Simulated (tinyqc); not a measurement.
Worked calculation: UKS/PBE in the sto-6g basis, for LiH+, spin multiplicity 2. One step of it, computed by the program tinyqc.

Task: Iteration 2: building the Kohn-Sham matrix. J_ij = sum D_kl (ij|kl) with D = D(alpha) + D(beta); F = H + J + V_xc; E = tr D H + tr D J / 2 + E_xc + E_nn.

D(alpha) after iteration 1:
```
            1Li 1s     1Li 2s   1Li 2px   1Li 2py    1Li 2pz      2H 1s
1Li 1s    0.996537  -0.014586  0.000000  0.000000  -0.024682  -0.031330
1Li 2s   -0.014586   0.163345  0.000000  0.000000   0.124062   0.098979
1Li 2px   0.000000   0.000000  0.000000  0.000000   0.000000   0.000000
1Li 2py   0.000000   0.000000  0.000000  0.000000   0.000000   0.000000
1Li 2pz  -0.024682   0.124062  0.000000  0.000000   0.095445   0.091059
2H 1s    -0.031330   0.098979  0.000000  0.000000   0.091059   0.673135
```

D(beta) after iteration 1:
```
            1Li 1s     1Li 2s   1Li 2px   1Li 2py    1Li 2pz      2H 1s
1Li 1s    0.991338   0.015649  0.000000  0.000000  -0.001509  -0.001238
1Li 2s    0.015649   0.001324  0.000000  0.000000  -0.000057  -0.000143
1Li 2px   0.000000   0.000000  0.000000  0.000000   0.000000   0.000000
1Li 2py   0.000000   0.000000  0.000000  0.000000   0.000000   0.000000
1Li 2pz  -0.001509  -0.000057  0.000000  0.000000   0.000003   0.000006
2H 1s    -0.001238  -0.000143  0.000000  0.000000   0.000006   0.000016
```

core Hamiltonian H = T + V (hartree):
```
            1Li 1s     1Li 2s    1Li 2px    1Li 2py    1Li 2pz      2H 1s
1Li 1s   -4.646104  -0.985220   0.000000   0.000000  -0.005961  -0.025009
1Li 2s   -0.985220  -1.286656   0.000000   0.000000  -0.064505  -0.228759
1Li 2px   0.000000   0.000000  -1.058388   0.000000   0.000000   0.000000
1Li 2py   0.000000   0.000000   0.000000  -1.058388   0.000000   0.000000
1Li 2pz  -0.005961  -0.064505   0.000000   0.000000  -1.102579  -0.333716
2H 1s    -0.025009  -0.228759   0.000000   0.000000  -0.333716  -1.058130
```

Two-electron integrals (ij|kl) in chemists' order, unique and non-zero (hartree):
```
(11|11) 1.681247   (21|11) 0.242603   (21|21) 0.044507   (22|11) 0.397190
(22|21) 0.090279   (22|22) 0.290625   (31|31) 0.009437   (32|31) 0.014261
(32|32) 0.064236   (33|11) 0.397190   (33|21) 0.090279   (33|22) 0.290625
(33|33) 0.313125   (41|41) 0.009437   (42|41) 0.014261   (42|42) 0.064236
(43|43) 0.016875   (44|11) 0.397190   (44|21) 0.090279   (44|22) 0.290625
(44|33) 0.279374   (44|44) 0.313125   (51|51) 0.009437   (52|51) 0.014261
(52|52) 0.064236   (53|53) 0.016875   (54|54) 0.016875   (55|11) 0.397190
(55|21) 0.090279   (55|22) 0.290625   (55|33) 0.279374   (55|44) 0.279374
(55|55) 0.313125   (61|11) 0.005808   (61|21) 0.001056   (61|22) 0.002213
(61|33) 0.002181   (61|44) 0.002181   (61|51) 0.000141   (61|52) 0.000308
(61|55) 0.002278   (61|61) 0.000028   (62|11) 0.041779   (62|21) 0.009773
(62|22) 0.037643   (62|33) 0.035456   (62|44) 0.035456   (62|51) 0.001428
(62|52) 0.011659   (62|55) 0.042016   (62|61) 0.000289   (62|62) 0.011945
(63|31) 0.000446   (63|32) 0.002735   (63|53) 0.001298   (63|63) 0.000458
(64|41) 0.000446   (64|42) 0.002735   (64|54) 0.001298   (64|64) 0.000458
(65|11) 0.060285   (65|21) 0.014158   (65|22) 0.055571   (65|33) 0.051936
(65|44) 0.051936   (65|51) 0.002236   (65|52) 0.018342   (65|55) 0.062842
(65|61) 0.000426   (65|62) 0.018764   (65|65) 0.029575   (66|11) 0.195695
(66|21) 0.046130   (66|22) 0.191863   (66|33) 0.178308   (66|44) 0.178308
(66|51) 0.005953   (66|52) 0.062361   (66|55) 0.218973   (66|61) 0.001363
(66|62) 0.084948   (66|65) 0.136157   (66|66) 0.774999
```

nuclear repulsion = 0.58710489 hartree

V_xc(alpha) (hartree):
```
            1Li 1s     1Li 2s    1Li 2px    1Li 2py    1Li 2pz      2H 1s
1Li 1s   -1.085295  -0.121327   0.000000   0.000000  -0.002420  -0.003072
1Li 2s   -0.121327  -0.141457   0.000000   0.000000  -0.040454  -0.045026
1Li 2px   0.000000   0.000000  -0.135731   0.000000   0.000000   0.000000
1Li 2py   0.000000   0.000000   0.000000  -0.135731   0.000000   0.000000
1Li 2pz  -0.002420  -0.040454   0.000000   0.000000  -0.152926  -0.071994
2H 1s    -0.003072  -0.045026   0.000000   0.000000  -0.071994  -0.457391
```

V_xc(beta) (hartree):
```
            1Li 1s     1Li 2s    1Li 2px    1Li 2py    1Li 2pz      2H 1s
1Li 1s   -1.082768  -0.118934   0.000000   0.000000  -0.000537  -0.002913
1Li 2s   -0.118934  -0.093126   0.000000   0.000000  -0.002605   0.026723
1Li 2px   0.000000   0.000000  -0.094398   0.000000   0.000000   0.000000
1Li 2py   0.000000   0.000000   0.000000  -0.094398   0.000000   0.000000
1Li 2pz  -0.000537  -0.002605   0.000000   0.000000  -0.090610   0.047740
2H 1s    -0.002913   0.026723   0.000000   0.000000   0.047740   0.396760
```

E_xc = sum of w rho eps_xc = -1.98045623 hartree

Give: Coulomb J; F(alpha); F(beta); total energy of this density.

Result:

Coulomb J (hartree):
```
         1Li 1s  1Li 2s  1Li 2px  1Li 2py  1Li 2pz  2H 1s
1Li 1s    3.597   0.541    0.000    0.000    0.008  0.013
1Li 2s    0.541   1.012    0.000    0.000    0.063  0.159
1Li 2px   0.000   0.000    1.001    0.000    0.000  0.000
1Li 2py   0.000   0.000    0.000    1.001    0.000  0.000
1Li 2pz   0.008   0.063    0.000    0.000    1.035  0.240
2H 1s     0.013   0.159    0.000    0.000    0.240  1.020
```

F(alpha) (hartree):
```
         1Li 1s  1Li 2s  1Li 2px  1Li 2py  1Li 2pz   2H 1s
1Li 1s   -2.135  -0.565    0.000    0.000   -0.001  -0.015
1Li 2s   -0.565  -0.416    0.000    0.000   -0.042  -0.115
1Li 2px   0.000   0.000   -0.193    0.000    0.000   0.000
1Li 2py   0.000   0.000    0.000   -0.193    0.000   0.000
1Li 2pz  -0.001  -0.042    0.000    0.000   -0.221  -0.166
2H 1s    -0.015  -0.115    0.000    0.000   -0.166  -0.496
```

F(beta) (hartree):
```
         1Li 1s  1Li 2s  1Li 2px  1Li 2py  1Li 2pz   2H 1s
1Li 1s   -2.132  -0.563    0.000    0.000    0.001  -0.015
1Li 2s   -0.563  -0.368    0.000    0.000   -0.004  -0.043
1Li 2px   0.000   0.000   -0.152    0.000    0.000   0.000
1Li 2py   0.000   0.000    0.000   -0.152    0.000   0.000
1Li 2pz   0.001  -0.004    0.000    0.000   -0.159  -0.046
2H 1s    -0.015  -0.043    0.000    0.000   -0.046   0.359
```

total energy of this density = -7.68474 hartree

This density is a damped mixture and is not idempotent.
